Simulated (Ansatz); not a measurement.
Energy needed to pull apart CH3FSi (SMILES C[Si]F), closed shell, into free ground-state atoms, from the structure below (displaced at random from a GFN2-xTB minimum); no zero-point or spin–orbit terms; open-shell atoms are treated unrestricted, in their ground-state multiplicity.

```xyz
6
angstrom
C -0.3386 0.3925 -0.2090
Si 0.4401 -0.5762 1.2632
F 1.3741 -1.5024 0.2778
H -1.0369 1.1630 0.1495
H 0.5428 0.8161 -0.7213
H -0.9105 -0.2962 -0.7729
```

Program: Ansatz 0.2.0. Basis: def2-TZVPP. Cores are frozen in the correlated methods. B3LYP uses VWN-RPA correlation.

```json
{"method": "PBE-D4", "atomization energy (kcal/mol)": "531.2"}
{"method": "BLYP-D4", "atomization energy (kcal/mol)": "524.5"}
{"method": "r2SCAN-D4", "atomization energy (kcal/mol)": "522.4"}
{"method": "PBE0-D4", "atomization energy (kcal/mol)": "?"}
{"method": "B3LYP-D4", "atomization energy (kcal/mol)": "523.6"}
{"method": "wB97M-V", "atomization energy (kcal/mol)": "527.7"}
{"method": "HF", "atomization energy (kcal/mol)": "387.4"}
{"method": "MP2", "atomization energy (kcal/mol)": "518.9"}
{"method": "CCSD", "atomization energy (kcal/mol)": "?"}
{"method": "CCSD(T)", "atomization energy (kcal/mol)": "511.0"}
```

(1) What does PBE0-D4 give? (To be estimated.)

(2) What does CCSD give? (An estimate is asked for; the value comes from the calculation.)

T1 diagnostic: at most 0.014. The restricted Hartree–Fock reference is unstable towards an unrestricted one here.

Results:

(1) Computed: 520.5 kcal/mol, which is about 9.5 kcal/mol more than CCSD(T)/def2-TZVPP.

(2) Computed: 503.9 kcal/mol, which is about 7.0 kcal/mol less than CCSD(T)/def2-TZVPP.

In triple zeta the MP2 and coupled-cluster atomization energies are still short of their basis limit by a few kcal/mol a bond, whereas those of the functionals are nearly converged, so these differences are not deviations from converged CCSD(T).

For scale, one of the runs: CCSD(T)/def2-TZVPP forces, 146 basis functions (an equivalent command: `ansatz run in.yaml --threads 4`). Time: 42 s of wall clock on 4 CPU threads; the host was shared. Peak host memory: 1.6 GiB.
